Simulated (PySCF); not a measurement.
The numbers are results of B3LYP-D3(BJ)/def2-TZVP // PBE0-D4/def2-TZVP in PySCF, not measurements. Gas-phase values, no solvent. B3LYP has the VWN-RPA correlation part, as in Gaussian. Excitations are Tamm–Dancoff values on a coarser integration grid. The basis has no diffuse functions, so Rydberg states are missing or too high.

Reference species (SMILES): `[F][Al]([F])[F]` (neutral, multiplicity 1).

- T1 excitation (TDA) = 7.93 eV
- HOMO–LUMO gap = 9.53 eV

Changed species: `[SiH3][Al]([SiH3])[SiH3]` (3 of 3 F replaced by SiH3; the reference has 0 of 3 F replaced by SiH3).

Predict the effect on the T1 excitation (TDA) and HOMO–LUMO gap.

the T1 excitation (TDA) falls by 5.08 eV, to 2.85 eV; the HOMO–LUMO gap falls by 5.20 eV, to 4.33 eV.
